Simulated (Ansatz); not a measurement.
Basis-set extrapolation for C4H6ClF, SMILES `C=CC(C)(F)Cl` (PBE0-D4/def2-TZVP geometry, frozen core, Ansatz). Multiplicity 1, RHF reference.

|  | def2-TZVPP | def2-QZVPP |
| --- | --- | --- |
| HF | -713.997976 | -714.021849 |
| MP2 correlation | -1.101883 | -1.188301 |
| CCSD(T) correlation | -1.197474 | not run |

Energies in hartree. Use E(X) = E(∞) + A·exp(−7.88·√X) for Hartree–Fock and E(X) = E(∞) + B·X^(−2.97) for correlation, with X = 3 and 4, and add CCSD(T) minus MP2 of the smaller set to the MP2 limit.

What is the CCSD(T) energy at the basis-set limit?

HF limit: -714.021849 + (-0.023873) × 0.13774 = -714.02514. MP2 limit: -1.188301 + (-0.086418) × 0.74074 = -1.25231. Higher-order term: -1.197474 − (-1.101883) = -0.09559. Total: -715.37304 hartree, 4.83 eV below CCSD(T)/def2-TZVPP.
